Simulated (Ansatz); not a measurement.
# The aluminium atom (doublet): the correlation ladder, def2-TZVPD

An exercise on one series of results from a longer session: the logs are not shown, and one member is left open.

Computed with Ansatz 0.2.0, Gaussian basis. Level: def2-TZVPD, core rule «outside noble gas», up to 5 orbitals frozen.

Plan: UHF; CCSD(T) on ROHF; CCSD(T) on UHF; BCCD(T) on ROHF; CISD; CCSDT on ROHF; CCSDT on UHF; CASSCF and MRCISD+Q, 3 electrons in 4 orbitals; CASSCF and MRCISD+Q(relaxed), 3 electrons in 4 orbitals; CASSCF and NEVPT4(SD), 3 electrons in 4 orbitals; CASSCF and NEVPT2, 3 electrons in 4 orbitals.

## The atom

A free atom, in its lowest state of this spin that the program finds.

1 atom, charge 0, spin multiplicity 2.

The first run:

File in.yaml:

```yaml
crystal:
  periodic: [false, false, false]
  atoms:
    - {symbol: Al, position_ang: [0.000000, 0.000000, 0.000000]}
basis:
  gaussian: {orbitals: def2-TZVPD}
magnetization: {spin_polarized: true, initial_magnetization: 1}
hamiltonian: {xc: hf}
output: {orbitals: {seedname: orbitals}}
```

The run is started by

```
> ansatz run in.yaml --threads 1 --pin off --events-out ev --progress --plain --max-ram 2393MiB
```

Steps of the session up to this table: UHF; CCSD(T) on ROHF; CCSD(T) on UHF; BCCD(T) on ROHF; CISD; CCSDT on ROHF; CCSDT on UHF; CASSCF and MRCISD+Q, 3 electrons in 4 orbitals; CASSCF and MRCISD+Q(relaxed), 3 electrons in 4 orbitals; CASSCF and NEVPT4(SD), 3 electrons in 4 orbitals; CASSCF and NEVPT2, 3 electrons in 4 orbitals.

One of the session's tables, all rows but one given; the rest of the session is left out.

| method | from RCCSD(T) (kJ/mol) |
| --- | --- |
| ROHF | +145.7 |
| UHF | +135.4 |
| RMP2 | +42.6 |
| UMP2 | +43.2 |
| CISD | +3.4 |
| RCCSD | +3.4 |
| UCCSD | +2.9 |
| RCCSD(T) | 0 |
| UCCSD(T) | -0.1 |
| BCCD(T) | 0.0 |
| RCCSDT | -1.3 |
| UCCSDT | -1.3 |
| CASSCF valence | +82.8 |
| NEVPT2 valence | ? |
| NEVPT4(SD) valence | +1.4 |
| MRCISD valence | 0.0 |
| MRCISD+Q valence | -3.6 |
| MRCISD+Q(relaxed) valence | -4.1 |

Estimate the missing values for NEVPT2 valence.

The run gave: from RCCSD(T) (kJ/mol): +21.8. In the column «from RCCSD(T) (kJ/mol)» it lies between RCCSD (+3.4) and RMP2 (+42.6).

Limits of these values: Restricted and unrestricted rows rest on different reference determinants; where their highest levels disagree by more than a few hundredths of an eV, they describe different states and don't form one ladder.
